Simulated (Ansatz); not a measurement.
Method: Ansatz, DFT, RPBE, plane waves (420 eV) with PAW, scalar-relativistic. (PAW data from PBE, frozen cores regenerated.)

An element in the bcc structure gives this curve. The cell is scaled uniformly from the relaxed one, with fractional coordinates and shape fixed. Energies are extrapolated to zero smearing, pressures are those at the given smearing. Magnetic state: spin not included.

| V (Å³/atom) | E − E₀ (meV/atom) | P (GPa) |
| --- | --- | --- |
| 34.668 | 15.3 | 1.16 |
| 36.244 | 6.4 | 0.71 |
| 37.819 | 1.5 | 0.33 |
| 39.395 | 0.0 | 0.02 |
| 40.971 | 1.3 | -0.24 |
| 42.547 | 4.9 | -0.45 |
| 44.123 | 10.4 | -0.63 |

Which element is it?
A. yttrium
B. thallium
C. sodium
D. calcium

C. Its fit is V₀ = 39.41 Å³/atom, B₀ = 7.1 GPa, B₀′ = 3.7.
